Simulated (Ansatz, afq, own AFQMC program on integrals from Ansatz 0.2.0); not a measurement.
**Where AFQMC and coupled cluster stand for SiGeH3, doublet**

```yaml
atoms:
  - { symbol: Si, position_ang: [0.0000, 0.0490, 1.6510] }
  - { symbol: Ge, position_ang: [0.0000, 0.0026, -0.7008] }
  - { symbol: H, position_ang: [0.0000, 1.2167, 2.5800] }
  - { symbol: H, position_ang: [0.0000, -1.1785, 2.4986] }
  - { symbol: H, position_ang: [0.0000, -1.5876, -0.5748] }
```

Connectivity, by distances: SiH2–GeH.

Basis cc-pVDZ. Noble-gas cores (and the filled d shells of Ga–Kr and In–Xe) are frozen. Integrals, coupled cluster, full CI and functionals: Ansatz 0.2.0; the random walks run on the same integrals in our own AFQMC program. The CISD trial takes its coefficients from CCSD amplitudes. Released means that phaseless walkers are propagated on without the constraint, phases kept. Error bars are statistical, one sigma. No spin–orbit coupling.

Determinant: UHF, the one that the program's search chose, which needn't be the lowest solution. The geometry is a point of a scan.

No full CI on the walks' own integrals is used here. The released AFQMC energy serves as the reference, which it does only where one determinant dominates, the energy is flat over the last release times and near the phaseless one (40 meV or 2 meV an electron, half that with transition metals). On small molecules, where full CI could be run and the noise was under 10 meV, such values lay within 10 meV of it in 19 cases of 20, a flattering rate, since the rule was set on those same cases; what remains of the bias isn't in the error bar.

Cautions: no relativity below Rb; no spin-orbit coupling; inner d shell frozen; the released value is read at 2.40 1/Eh with a noise of 18 meV, more than in the cases checked (meV from the phaseless value at times in 1/Eh: -4 ± 17 at 0.24, -10 ± 15 at 0.51, -22 ± 12 at 0.99, -11 ± 15 at 1.62, -16 ± 18 at 2.40).

* T1 diagnostic: 0.0181
* weight of the determinant in the CISD state: 0.861
* ⟨S²⟩ of the determinant: 0.766
* size of the correlated space: 11 electrons in 41 orbitals

Reference: AFQMC with the constraint released, correlation energy -5.881 ± 0.018 eV.

| level | E − E(reference) (kcal/mol) | share of correlation (%) |
| --- | --- | --- |
| HF | 135.61 ± 0.41 | 0.00 |
| MP2 | 31.36 ± 0.41 | 76.87 |
| CCSD | 5.60 ± 0.41 | 95.87 |
| CCSD(T) | 1.59 ± 0.41 | 98.82 |
| ph-AFQMC/CISD | 0.36 ± 0.51 | 99.73 |

A walk keeps the symmetry of its determinant, which the program's search chose and which needn't be the lowest solution, so a lower state of the same spin and another symmetry isn't excluded. Released energies are given only where the last usable release times agree within the noise; a slower fall can still hide under it.
